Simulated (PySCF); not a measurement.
Compound: 2-methyl-1-butanethiol, C5H12S.
Geometry (PBE0-D3(BJ)/def2-SVP, Å), atoms numbered from 1 in this order:
```xyz
18
C5H12S angstrom
C      2.0426   -0.2477    0.3803
C      0.8197   -0.6305   -0.4371
C     -0.5224   -0.3795    0.2527
C     -1.6753   -0.9127   -0.5886
C     -0.7366    1.0833    0.6485
S     -0.6667    2.3012   -0.7063
H      2.0439   -0.7439    1.3649
H      2.9701   -0.5363   -0.1366
H      2.0977    0.8383    0.5534
H      0.8271   -0.0791   -1.3930
H      0.8719   -1.7011   -0.6986
H     -0.5176   -0.9366    1.2099
H     -1.5669   -1.9933   -0.7665
H     -1.7034   -0.4206   -1.5742
H     -2.6478   -0.7482   -0.0979
H      0.0529    1.4155    1.3390
H     -1.6898    1.2020    1.1861
H     -1.8122    1.9390   -1.3207
```

Computed, not measured: PySCF, PBE0-D3(BJ)/def2-SVP geometry optimisation, gas phase.

Masses are those of the commonest isotopes; rigid-rotor values at the optimised geometry. The values belong to one conformer with, in the numbering `[CH3:1][CH2:2][C@H:3]([CH3:4])[CH2:5][SH:6]`, C1–C2–C3–C4 -175°, C2–C3–C5–S6 58°, C3–C5–S6–H 70°.

(1) Give the principal moments of inertia and the rotational constants in MHz.

(2) Classify the top.

(3) What does the inertial defect say?

(4) List the rotational levels J(Ka,Kc) to J = 4 (K).

(5) Predict some low-J microwave lines.

(6) Estimate the classical rotational partition function at 50 K, 200 K and 500 K.

## Answers

(1) Ia = 157.82, Ib = 249.15, Ic = 340.48 u·Å²; 505379 MHz·u·Å²/I gives A = 3202, B = 2028, C = 1484 MHz.

(2) An asymmetric top. Ray's parameter κ = (2B − A − C)/(A − C) = -0.367; −1 is the prolate and +1 the oblate limit.

(3) Not planar: Δ = Ic − Ia − Ib = -66.49 u·Å². For a rigid frame Δ = −2 Σ m c², so Σ m c² = 33.24 u·Å² lies off the ab plane: 13.57 from hydrogen and 19.68 from heavier atoms. The atom farthest from that plane is 1.68 Å away.

(4) Above 0(0,0), as E/k:
J = 1: 1(0,1) 0.169, 1(1,1) 0.225, 1(1,0) 0.251
J = 2: 2(0,2) 0.499, 2(1,2) 0.536, 2(1,1) 0.614, 2(2,1) 0.783, 2(2,0) 0.791
J = 3: 3(0,3) 0.979, 3(1,3) 0.999, 3(1,2) 1.154, 3(2,2) 1.289, 3(2,1) 1.322, 3(3,1) 1.640, 3(3,0) 1.641
J = 4: 4(0,4) 1.600, 4(1,4) 1.609, 4(1,3) 1.862, 4(2,3) 1.958, 4(2,2) 2.043, 4(3,2) 2.326, 4(3,1) 2.334, 4(4,1) 2.802, 4(4,0) 2.802

(5) The dipole components are |μa| = 0.76 D, |μb| = 1.22 D, |μc| = 0.58 D. Intensities carry the squares of the components, which stand as 0.39 : 1.00 : 0.23 (a : b : c). Some lines, for components of 0.1 D or more:

```json
{"type": "a", "branch": "Q", "J(Ka,Kc)": "3(2,1) ← 3(2,2)", "MHz": "686", "lower level (cm⁻¹)": "0.896"}
{"type": "c", "branch": "Q", "J(Ka,Kc)": "1(1,1) ← 1(0,1)", "MHz": "1174", "lower level (cm⁻¹)": "0.117"}
{"type": "a", "branch": "Q", "J(Ka,Kc)": "3(1,2) ← 3(1,3)", "MHz": "3238", "lower level (cm⁻¹)": "0.694"}
{"type": "b", "branch": "Q", "J(Ka,Kc)": "2(2,1) ← 2(1,2)", "MHz": "5154", "lower level (cm⁻¹)": "0.373"}
{"type": "c", "branch": "Q", "J(Ka,Kc)": "4(3,2) ← 4(2,2)", "MHz": "5891", "lower level (cm⁻¹)": "1.420"}
{"type": "b", "branch": "Q", "J(Ka,Kc)": "4(4,1) ← 4(3,2)", "MHz": "9921", "lower level (cm⁻¹)": "1.616"}
{"type": "a", "branch": "R", "J(Ka,Kc)": "3(1,2) ← 2(1,1)", "MHz": "11244", "lower level (cm⁻¹)": "0.427"}
{"type": "a", "branch": "R", "J(Ka,Kc)": "4(0,4) ← 3(0,3)", "MHz": "12957", "lower level (cm⁻¹)": "0.680"}
{"type": "c", "branch": "R", "J(Ka,Kc)": "3(1,2) ← 2(0,2)", "MHz": "13656", "lower level (cm⁻¹)": "0.347"}
{"type": "b", "branch": "R", "J(Ka,Kc)": "4(3,1) ← 3(2,2)", "MHz": "21780", "lower level (cm⁻¹)": "0.896"}
```

(6) Point group C1, symmetry number σ = 1; q = (√π/σ)·√((kT/h)³/(ABC)), k/h = 20836.6 MHz/K: 19200 at 50 K, 154000 at 200 K, 607000 at 500 K.

No frequency check. These are rigid-rotor constants of the computed structure; measured ground-state constants (B0) also hold zero-point vibration. A rigid rotor knows nothing of internal rotation, which can split or shift real lines.
